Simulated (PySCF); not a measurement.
Molecule: `Fc1ccc[n-]1`, [C4H3FN]-.

Atoms are numbered as in `[F:1][c:2]1[cH:3][cH:4][cH:5][n-:6]1` (H(Xn): hydrogen on atom n).

Geometry PBE0-D3(BJ)/def2-SVP throughout; GIAO in PySCF, gas phase, one conformer, non-relativistic; equivalent atoms averaged; basis pcSseg-2.

For orientation, PBE gives these shifts δ (against CFCl3, TMS, NH3 at the same level): F1 -160.8, C2 169.6, C5 117.7, C4 101.1, C3 76.8, N6 265.7, H(C5) 6.04, H(C4) 5.75, H(C3) 4.97 ppm.

A run gave: F1 -147.9, C2 171.6, C5 120.6, C4 103.6, C3 78.4, N6 270.0, H(C5) 6.03, H(C4) 5.71, H(C3) 4.98 ppm (shifts δ (against CFCl3, TMS, NH3 at the same level)).

Question: Which functional was used in that run?
A. B97-2
B. BHandHLYP
C. LDA
D. B3LYP

Answer: D. C4 tells them apart best: B3LYP gives 103.6, B97-2 gives 101.5, LDA gives 105.7, BHandHLYP gives 105.4 ppm.
